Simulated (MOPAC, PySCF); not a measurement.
Potential energy curve for SMILES S=C=S. The C1–S3 bond (C1 also carries S; S3 carries nothing else) is stretched with both fragments frozen at the PBE0/def2-TZVP optimised geometry.

- PM6, restricted, heats of formation (MOPAC)
- UMP2/3-21G = unrestricted MP2 (frozen core)/3-21G run with PySCF
- UKS-r2SCAN = unrestricted r2SCAN/cc-pVDZ in PySCF
- RCCSD(T) = CCSD(T) on RHF/cc-pVDZ, 11 core orbitals frozen run with PySCF
- UHF/3-21G = unrestricted Hartree-Fock/3-21G (PySCF)

Energies are in eV, each relative to the lowest point of its own curve near equilibrium.

| R / Å | PM6 | UMP2/3-21G | UKS-r2SCAN | RCCSD(T) | UHF/3-21G |
|---|---|---|---|---|---|
| 1.23 | 2.885 | 6.504 | 5.706 | 6.016 | 5.840 |
| 1.30 | 1.519 | 3.750 | 3.102 | 3.330 | 3.217 |
| 1.40 | 0.406 | 1.421 | 0.997 | 1.128 | 1.079 |
| 1.46 | 0.097 | 0.653 | 0.364 | 0.446 | 0.423 |
| 1.49 | 0.022 | 0.398 | 0.176 | 0.236 | 0.222 |
| 1.55 | 0.000 | 0.092 | 0.000 | 0.019 | 0.017 |
| 1.60 | 0.089 | 0.000 | 0.012 | 0.000 | 0.000 |
| 1.64 | 0.217 | 0.010 | 0.099 | 0.065 | 0.062 |
| 1.69 | 0.432 | 0.105 | 0.283 | 0.221 | 0.208 |
| 1.81 | 1.118 | 0.595 | 0.938 | 0.817 | 0.744 |
| 1.94 | 1.988 | 1.361 | 1.804 | 1.621 | 1.423 |
| 2.08 | 2.915 | 2.248 | 2.748 | 2.494 | 2.093 |
| 2.34 | 4.283 | 3.714 | 4.252 | 3.818 | 2.865 |
| 2.57 | 5.057 | 4.124 | 4.898 | 4.544 | 2.976 |
| 2.75 | 5.439 | 4.211 | 5.098 | 4.868 | 2.960 |
| 3.06 | 5.774 | 4.262 | 5.243 | 5.153 | 2.923 |
| 3.44 | 5.906 | 4.300 | 5.322 | 5.301 | 2.915 |
| 3.75 | 5.939 | 4.326 | 5.358 | 5.359 | 2.922 |
| 4.21 | 5.959 | 4.354 | 5.386 | 5.403 | 2.935 |
| 4.66 | 5.969 | 4.369 | 5.399 | 5.424 | 2.944 |
| 5.41 | 5.985 | 4.379 | 5.408 | 5.440 | 2.951 |

At the longest distance, 5.41 Å, PM6 lies highest above its minimum (5.985 eV) and UHF/3-21G lowest (2.951 eV).

The restricted form behind PM6 keeps the bonding electrons paired and can't separate into open-shell fragments. The unrestricted determinant behind UMP2/3-21G, UKS-r2SCAN, UHF/3-21G is spin-contaminated at 2.34 to 5.41 Å (<S²> up to 1.0, against 0.00 for a pure singlet).
